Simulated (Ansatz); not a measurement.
**Which is lower?**

Two relaxed structures of CH$_{3}$AlO, singlet (PBE0-D4/def2-TZVP; forces vanish, vibrations not checked).

A:

C1  (0.295, -0.152, -0.548)
O2  (1.064, -0.800, 0.195)
Al3  (1.643, 1.123, 0.269)
H4  (-1.380, 1.192, 2.050)
H5  (-0.489, -0.747, -1.055)
H6  (-0.799, 1.513, 2.393)
(Å)

B:

```xyz
6
angstrom
C -0.0237 -0.5525 -1.3872
O -0.0796 1.1963 1.5470
Al 0.0201 0.0478 0.3212
H -0.8461 -1.2259 -1.6317
H 0.9274 -0.9011 -1.7914
H 0.0309 1.0516 2.4842
```

Program: Ansatz 0.2.0. Basis: def2-TZVPP. Cores are frozen in the correlated methods. B3LYP uses VWN-RPA correlation.

(1) Which structure is lower at CCSD(T), and by how much? (To be estimated.)

No T1 diagnostic of these runs exceeds 0.019. The restricted Hartree–Fock reference is unstable towards an unrestricted one at one or more of these structures.

Answers

(1) The calculation gives: B, by 1.519 eV (electronic energy, against the other). By their contacts, A is a complex of CHAlO ([CH]1[O][Al]1) + H₂ and B is CH₃AlO ([CH2][Al][OH]).

All methods give the same order:

```
   method  E(B) − E(A) (eV)
   PBE-D4            -1.512
r2SCAN-D4            -1.710
  PBE0-D4            -1.561
 B3LYP-D4            -1.463
  wB97M-V            -1.362
       HF            -1.170
      MP2            -1.720
     CCSD            -1.493
  CCSD(T)            -1.519
```

Labels in which every atom is bracketed show which atoms are joined, not bond orders.

For scale, one of the runs: CCSD(T)/def2-TZVPP, 146 basis functions, launched by `ansatz run in.yaml --threads 2 --pin off --events-out ev --progress --plain --max-ram 4352MiB`. The run took 11 s on 2 CPU threads of an Intel Xeon Platinum 8488C (shared host), with 0.87 GiB of host memory at its peak.
